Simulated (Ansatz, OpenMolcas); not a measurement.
PH2 (SMILES [PH2]): methods side by side

The species is PH2 (3 atoms), meant as a doublet with charge 0. SMILES: `[PH2]`. Geometry: relaxed at GFN2-xTB.

```tsv
atom	x (Å)	y (Å)	z (Å)
P	0.5145	-0.3028	0.2527
H	0.1115	1.0274	0.1724
H	-0.6260	-0.7246	-0.4251
```

Each level gives the energy change with the P1–H3 bond stretched from 1.392 to 2.784 Å (eV). The values are calculated.

```csv
level,kind,program,value (eV),less FCI/3-21G,CPU time (all runs)
UB3LYP/3-21G,global hybrid,Ansatz,2.80,+0.54,3.6 s
U-wB97X/3-21G,range-separated hybrid,Ansatz,2.93,+0.67,20 s
"CASSCF(3,3)/3-21G",multireference,OpenMolcas,2.14,-0.12,5 s
"CASSCF(7,6)/3-21G",multireference,OpenMolcas,2.15,-0.11,4.8 s
"MRCI(7,6)/3-21G",multireference,OpenMolcas,2.26,0.00,5.4 s
UCCSD/3-21G,coupled cluster or CI,Ansatz,2.30,+0.04,0.61 s
UCCSDT(Q)/3-21G,coupled cluster or CI,Ansatz,2.26,0.00,3.4 s
UCCSDT/3-21G,coupled cluster or CI,Ansatz,2.26,0.00,2.1 s
FCI/3-21G,exact in the basis,OpenMolcas,2.26,0.00,7.6 s
```

FCI/3-21G is exact within its basis and frozen core, so for wave-function methods in that basis the difference is their error; functionals converge differently with the basis, so for them it is only a difference. The first shape isn't each level's own minimum. The values span 2.14 to 2.93 eV. Spin contamination of the reference (⟨S²⟩ at least 0.1 too high) touches UB3LYP/3-21G, U-wB97X/3-21G, UCCSD/3-21G, UCCSDT(Q)/3-21G, UCCSDT/3-21G. All rows use very small basis sets, so none should be taken for the real molecule's value. CPU times are rough (shared hosts, several kinds of processor): they show what a rung costs within a factor of a few.
